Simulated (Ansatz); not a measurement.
# S₂+ (doublet): basis-set convergence

An exercise on one series of results from a longer session: the logs are not shown, and one member is left open.

Method: one geometry, several basis sets; program: Ansatz 0.2.0, Gaussian basis.

Plan: PBE0-D4/def2-SVP; ωB97M-V/def2-SVP; PBE0-D4/def2-QZVPP; ωB97M-V/def2-QZVPP; CCSD(T)/cc-pV(D+d)Z; CCSD(T)/cc-pV(T+d)Z; CCSD(T)/cc-pV(Q+d)Z; the functionals' def2-TZVPP values are taken from earlier runs.

## Structure used throughout

All runs share one geometry, relaxed beforehand with PBE0-D4 in a triple-zeta def2 set.

2 atoms, charge 1, spin multiplicity 2.

Atoms are counted from 1 here; the program's logs count them from 0.

Bond lengths: S1–S2 1.810 Å.

Set-up of the first run:

File in.yaml:

```yaml
crystal:
  periodic: [false, false, false]
  atoms:
    - {symbol: S, position_ang: [-0.768726, 0.277696, -0.388761]}
    - {symbol: S, position_ang: [0.768726, -0.277696, 0.388761]}
basis:
  gaussian: {orbitals: def2-SVP}
total_charge: 1
magnetization: {spin_polarized: true, initial_magnetization: 1}
hamiltonian: {xc: pbe0, dispersion: d4}
output: {orbitals: {seedname: orbitals}}
```

Command:

```bash
$ ansatz run in.yaml --threads 2 --pin off --events-out ev --progress --plain --max-ram 32768MiB --backend cpu
```

Steps of the session up to this table: PBE0-D4 in def2-SVP; ωB97M-V in def2-SVP; PBE0-D4 in def2-QZVPP; ωB97M-V in def2-QZVPP.

One table of the session follows, with a row left open; its other results are not shown here.

It belongs to the step «Density functionals: the series». 

```
functional       basis  HOMO (eV)  LUMO (eV)
   PBE0-D4    def2-SVP     -14.60     -12.33
   PBE0-D4  def2-TZVPP     -14.43     -12.09
   PBE0-D4  def2-QZVPP     -14.43     -12.09
   ωB97M-V    def2-SVP          ?          ?
   ωB97M-V  def2-TZVPP     -16.32      -9.77
   ωB97M-V  def2-QZVPP     -16.33      -9.77
```

Q: Estimate the row for ωB97M-V, def2-SVP from the others.

**Answer.** HOMO (eV): -16.51; LUMO (eV): -9.99. In the column «HOMO (eV)» it is the lowest.
